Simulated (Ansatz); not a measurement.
A made-up structure of C$_{2}$H$_{3}$Si, doublet:

```json
{"atom": "C1", "x (Å)": "-0.6497", "y (Å)": "-1.5876", "z (Å)": "-0.2159"}
{"atom": "C2", "x (Å)": "-0.2670", "y (Å)": "-0.4475", "z (Å)": "-0.0815"}
{"atom": "Si3", "x (Å)": "0.1546", "y (Å)": "1.2981", "z (Å)": "0.0839"}
{"atom": "H4", "x (Å)": "-0.9460", "y (Å)": "1.6583", "z (Å)": "0.9057"}
{"atom": "H5", "x (Å)": "1.1627", "y (Å)": "1.7090", "z (Å)": "-0.9242"}
{"atom": "H6", "x (Å)": "0.5738", "y (Å)": "1.6244", "z (Å)": "1.4692"}
```

It is relaxed with PBE-D4/def2-SVP and then PBE0-D4/def2-TZVP (Ansatz 0.2.0). Atoms count as bonded within 1.22 times the sum of their covalent radii (H–H: 0.88 Å). The end point is not checked to be a true minimum.

Task: Does its bonding change? (Judge from chemistry; the calculation decides.)

Result: Computed: No: no bond forms or breaks.

Where it ends: The first stage lowers the energy by 1.60 eV in 8 steps. It ends as C₂H₃Si ([C][C][SiH3]):
C1  (-0.526, -1.661, -0.226)
C2  (-0.265, -0.497, -0.014)
Si3  (0.128, 1.259, 0.306)
H4  (-1.139, 2.008, 0.481)
H5  (0.883, 1.798, -0.849)
H6  (0.947, 1.349, 1.538)
(Å)

Labels in which every atom is bracketed show which atoms are joined, not bond orders.

For scale, one of the runs: PBE0-D4/def2-TZVP relaxation, 117 basis functions, launched by `ansatz run in.yaml --threads 2 --pin off --events-out ev --progress --plain --max-ram 4352MiB`. The run took about 21 s on 2 CPU threads of an Arm Neoverse V1 (shared host).
